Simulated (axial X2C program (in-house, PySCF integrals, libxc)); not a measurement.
Outer orbitals of AlCl⁻ at 2.286 Å, PBE0

All values were computed with an axial X2C code built on PySCF integrals. Spin-free means the one-electron spin-free X2C Hamiltonian; two-component (2c) means X2C with spin–orbit coupling and atomic mean-field two-electron Coulomb and Gaunt terms, so the difference of the two also holds small scalar two-electron terms. Basis: Cl dyall-av3z [9s8p3d2f], Al dyall-av3z [9s9p3d2f] (cores contracted in-house); Gaussian nuclei, density fitting, unrestricted open shells. Masses: Cl 34.969 u, Al 26.982 u.

The distance is close to the 2c PBE0 minimum; the highest filled and lowest empty levels are listed.

Spin-free orbitals, state M_S = 1/2, Λ = 1 (beyond evenly filled blocks: π+α) (Löwdin shares):

```csv
symmetry,occupied,ε (eV),atomic character
σα,yes,-17.47,"80% Cl s, 7% Al p, 6% Al d"
σβ,yes,-17.43,"79% Cl s, 7% Al p, 6% Al d"
σα,yes,-6.31,"69% Cl p, 23% Al s, 2% Al p"
σβ,yes,-6.13,"73% Cl p, 19% Al s, 3% Al p"
π+α,yes,-4.42,"87% Cl p, 5% Al p, 4% Al d"
π-α,yes,-4.35,"87% Cl p, 5% Al d, 4% Al p"
π+β,yes,-4.31,"87% Cl p, 5% Al d, 4% Al f"
π-β,yes,-4.31,"87% Cl p, 5% Al d, 4% Al f"
σα,yes,-2.49,"52% Al s, 20% Cl p, 19% Al p"
σβ,yes,-2.03,"56% Al s, 20% Al p, 16% Cl p"
π+α,yes,1.06,"83% Al p, 6% Cl p, 5% Al d"
π-α,no,2.07,"91% Al p, 4% Cl p, 3% Al d"
σα,no,2.35,"88% Al p, 10% Al s"
π+α,no,2.55,"96% Al p, 2% Cl d"
π-β,no,2.59,"93% Al p, 4% Cl p, 2% Al d"
π+β,no,2.59,"93% Al p, 4% Cl p, 2% Al d"
```

The highest filled level is positive, so this functional does not bind it, and the empty levels of an anion are set by the basis.

Spinors with spin–orbit coupling (state Ω = 1/2):

| ω | occupied | ε (eV) | atomic character | λ mixture |
| --- | --- | --- | --- | --- |
| -1/2 | yes | -17.47 | 80% Cl s, 7% Al p, 6% Al d | 100% σ |
| 1/2 | yes | -17.43 | 79% Cl s, 7% Al p, 6% Al d | 100% σ |
| -1/2 | yes | -6.30 | 69% Cl p, 23% Al s, 2% Al p | 100% σ |
| 1/2 | yes | -6.13 | 73% Cl p, 19% Al s, 3% Al p | 100% σ |
| 1/2 | yes | -4.45 | 87% Cl p, 5% Al p, 4% Al d | 100% π |
| -1/2 | yes | -4.34 | 87% Cl p, 5% Al d, 4% Al f | 100% π |
| -3/2 | yes | -4.31 | 87% Cl p, 5% Al d, 4% Al p | 100% π |
| 3/2 | yes | -4.27 | 87% Cl p, 5% Al d, 4% Al f | 100% π |
| -1/2 | yes | -2.48 | 52% Al s, 20% Cl p, 19% Al p | 100% σ |
| 1/2 | yes | -2.02 | 56% Al s, 20% Al p, 16% Cl p | 100% σ |
| 1/2 | yes | 1.05 | 83% Al p, 6% Cl p, 5% Al d | 100% π |
| -3/2 | no | 2.07 | 91% Al p, 4% Cl p, 3% Al d | 100% π |
| -1/2 | no | 2.35 | 89% Al p, 9% Al s | 100% σ |
| 1/2 | no | 2.56 | 96% Al p, 2% Cl d | 100% π |
| -1/2 | no | 2.59 | 93% Al p, 4% Cl p, 2% Al d | 100% π |
| 3/2 | no | 2.59 | 93% Al p, 4% Cl p, 2% Al d | 100% π |

The highest filled level is positive, so this functional does not bind it, and the empty levels of an anion are set by the basis.

Mulliken charges and populations of the two-component result (they depend on the basis, above all on diffuse functions):

Cl -0.38 e (s 5.94 p 11.41 d 0.03), Al -0.62 e (s 5.91 p 7.58 d 0.12 f 0.02). ⟨Lz⟩ = 1.00 ħ and ⟨Sz⟩ = -0.50 ħ (0.03 and -0.53 on the two atoms), which add up to Ω.

One determinant describes the state; a PBE0 search over occupations chose it and may have missed a lower one. Density functionals use the spin component along the axis (collinear). The highest occupied level is positive at some bond lengths even in Hartree–Fock (under at least one Hamiltonian), so the basis set holds the extra electron there; where that holds at Re the anion is at best weakly bound and its constants depend on the basis. Without a current term, density functionals place determinants with orbital angular momentum somewhat too high.
